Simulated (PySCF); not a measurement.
Si(H)3(Me) cation (CH6Si), SMILES C[SiH3] (connectivity only; charge and spin as stated), charge +1, multiplicity 2.

Geometry optimised at B3LYP-D3(BJ)/def2-TZVP. The multiplicity is an assumed one; other spin states were not compared. The isomer is the one that the SMILES or the coordinates give; other isomers of the formula were not compared.

These are TDA-PBE/def2-SVPD in PySCF values and carry that method's errors.

Vertical excitations; the highest root listed may be one member of a degenerate set. Gas-phase values at a fixed geometry.

```json
[
 {"state": "root 1", "energy (eV)": "2.44", "λ (nm)": "508", "f": "0.002", "main pairs": "β HOMO→LUMO (degenerate set)"},
 {"state": "root 2", "energy (eV)": "2.44", "λ (nm)": "508", "f": "0.002", "main pairs": "β HOMO−1→LUMO (degenerate set)"},
 {"state": "root 3", "energy (eV)": "4.34", "λ (nm)": "286", "f": "0.002", "main pairs": "β HOMO−2→LUMO (degenerate set)"},
 {"state": "root 4", "energy (eV)": "4.34", "λ (nm)": "286", "f": "0.002", "main pairs": "β HOMO−3→LUMO (degenerate set)"},
 {"state": "root 5", "energy (eV)": "6.53", "λ (nm)": "190", "f": "0.011", "main pairs": "α HOMO→LUMO 50 %, β HOMO−4→LUMO 48 %"},
 {"state": "root 6", "energy (eV)": "7.12", "λ (nm)": "174", "f": "0.000", "main pairs": "α HOMO−2→LUMO, β HOMO−1→LUMO+1 (degenerate set)"},
 {"state": "root 7", "energy (eV)": "7.12", "λ (nm)": "174", "f": "0.000", "main pairs": "α HOMO−1→LUMO, β HOMO→LUMO+1 (degenerate set)"},
 {"state": "root 8", "energy (eV)": "7.59", "λ (nm)": "163", "f": "0.358", "main pairs": "α HOMO→LUMO 41 %, β HOMO−4→LUMO 46 %"},
 {"state": "root 9", "energy (eV)": "7.99", "λ (nm)": "155", "f": "0.004", "main pairs": "α HOMO−1→LUMO, β HOMO→LUMO+1 (degenerate set)"},
 {"state": "root 10", "energy (eV)": "7.99", "λ (nm)": "155", "f": "0.004", "main pairs": "α HOMO−2→LUMO, β HOMO−1→LUMO+1 (degenerate set)"}
]
```
Unrestricted roots are not spin-pure.
